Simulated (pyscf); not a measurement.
Single points on ωB97X-D3(BJ)/def2-SVP structures (PySCF, gas phase).

BiH₃ + SiH₄ → H₃Si–BiH₂ + H₂
Surface: singlet. Broken: Bi–H, H–Si. Formed: Bi–Si, H–H. Give ΔE‡ and ΔE from ωB97M-D3(BJ)/def2-TZVP, relative to the separated reactants.

ΔE‡ = 61.3 kcal/mol, ΔE = -2.8 kcal/mol. Zero-point energy shifts the barrier by +0.6 kcal/mol. It is a four-centre exchange, with an imaginary mode of 1568i cm⁻¹. At the saddle there is also a short H–Si contact that neither side keeps. From the product side, SiH₃• + BiH₂• + H₂ lies, by one bond made or cut, 9.2 kcal/mol under this saddle at ωB97M-D3(BJ)/def2-TZVP. One saddle was located; it need not be the lowest between these sides. Elements past Kr carry the def2 core potentials, without spin-orbit coupling.
